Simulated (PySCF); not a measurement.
**Computed data sheet: `C=CC1CCC1`**

Species: C₆H₁₀.
Atom-mapped SMILES: `[CH2:1]=[CH:2][CH:3]1[CH2:4][CH2:5][CH2:6]1` (hydrogens: H7, H8 on C1; H9 on C2; H10 on C3; H11, H12 on C4; H13, H14 on C5; H15, H16 on C6)

Structural features include: C=C double bond and cyclobutane ring.

GFN2-xTB geometry:

| Property | Result |
| --- | --- |
| Rotational constants A, B, C of the GFN2-xTB geometry | 8.579, 2.334, 2.128 GHz |

**CAM-B3LYP/def2-SVPD ground state and vertical TDDFT (core frozen in the response) (PySCF)**

| Quantity | Value |
| --- | --- |
| Dipole moment | 0.45 D |
| HOMO energy | -8.60 eV |
| LUMO energy | 1.49 eV |
| HOMO–LUMO gap | 10.09 eV |
| Lowest singlet excitation | 7.28 eV (170 nm, f = 0.063) |
| Strongest line among the 8 lowest singlet transitions | S2 at 7.36 eV (168 nm, f = 0.495) |
| Lowest triplet excitation (Tamm–Dancoff) | 4.48 eV |
| Static isotropic polarisability | 69.9 au |
| Electronic spatial extent ⟨r²⟩ about the centre of nuclear charge | 651 bohr² |

From PBE0/pcSseg-1 ground state and GIAO shieldings, non-relativistic (PySCF):

| Item | Value |
| --- | --- |
| Lowest Hirshfeld atomic charge | -0.11 e on C1 |
| Highest Hirshfeld atomic charge | +0.04 e on H7, H8, H9, H10, H11, H13, H14, H15 |
| 13C chemical shifts (computed TMS as zero) by class | 153.3 (C2), 117.8 (C1), 41.5 (C3), 27.5 (C4/C6), 17.8 (C5) ppm |
| 1H chemical shifts (computed TMS as zero) by class | 6.46 (H9), 5.16 (H7), 5.13 (H8), 2.68 (H10), 2.48 (H11/H15), 2.18 (H14), 1.94 (H13), 1.69 (H12/H16) ppm |
| Mayer bond orders between heavy atoms | C1–C2 1.99, C2–C3 0.97, C3–C4 0.99, C4–C5 1.04, C5–C6 1.04, C6–C3 1.00 |

From B3LYP/pcJ-1 indirect spin-spin coupling, non-relativistic, gas phase; spin–dipole term left out (PySCF):

| Quantity | Value |
| --- | --- |
| Largest of the computed one-bond spin–spin couplings (means over like bonds) | 13C–1H +162.4 (C1–H8), 13C–1H +161.4 (C1–H7), 13C–1H +156.7 (C2–H9), 13C–1H +141.3 (C4–H12 and 1 like it), 13C–1H +141.3 (C3–H10), 13C–1H +140.3 (C5–H13), 13C–1H +138.9 (C4–H11 and 1 like it), 13C–1H +137.4 (C5–H14) Hz |

Monoisotopic mass (most abundant isotopes): 82.0783 u.

The polarisability is 10.36 Å³ as a volume (1 au = 0.148185 Å³), or 1.52 au for each of the 46 electrons. S1 lies 2.81 eV below the HOMO–LUMO gap; its leading configuration is HOMO→LUMO+1, weight 0.49, beside HOMO→LUMO+3, weight 0.35. The largest Löwdin shares of the HOMO are 0.36 on C1, 0.30 on C2, 0.09 on C3 and 0.07 on C4. In wavenumbers S1 is 58700 cm⁻¹ (1 eV = 8065.54 cm⁻¹). The dipole equals about 1.5 × 10⁻³⁰ C·m (1 D = 3.33564 × 10⁻³⁰ C·m). The vertical singlet–triplet gap S1 − T1 is 2.80 eV (TDDFT singlet less Tamm–Dancoff triplet; S1: HOMO→LUMO+1, weight 0.49, beside HOMO→LUMO+3, weight 0.35; T1: HOMO→LUMO, weight 0.77). No computed singlet falls in the visible range (750 to 380 nm, 1.65 to 3.26 eV); S1 lies 4.02 eV above its blue end. The principal polarisabilities are 60.6, 61.4 and 87.7 au; their mean is the isotropic value.

Shape of the structure used: `[CH2:1]=[CH:2][CH:3]1[CH2:4][CH2:5][CH2:6]1`: C1–C2–C3–C4 -127°.

One conformer stands for the species.
